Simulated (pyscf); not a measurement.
PySCF, gas phase, ωB97X-D3(BJ)/def2-SVP geometries.

Problem. HAs=AsH (SMILES [AsH]=[AsH]) → As≡As (SMILES [As]#[As]) + H₂ (SMILES [H][H])
Surface: singlet. Broken: As–H, As–H. Formed: H–H. Give ΔE‡ and ΔE from ωB97M-D3(BJ)/def2-TZVP, relative to the reactant's lowest minimum found.

Solution. ΔE‡ = 253.7 kJ/mol, ΔE = +34.2 kJ/mol. Zero-point energy shifts the barrier by -10.7 kJ/mol. It is an elimination, with an imaginary mode of 1723i cm⁻¹. On the reactant side the descent ends in the other cis-trans isomer, a step of its own away from the zero, 11.7 kJ/mol over the lowest minimum found and 251.1 kJ/mol under the saddle at ωB97X-D3(BJ)/def2-TZVP. At the saddle there is also a short As–H contact that neither side keeps. At ωB97X-D3(BJ)/def2-TZVP the barrier from the zero used here is 262.8 kJ/mol. This is the saddle that the search found; another between the same sides may lie lower. Elements up to Kr have no core potential and no relativistic terms here.
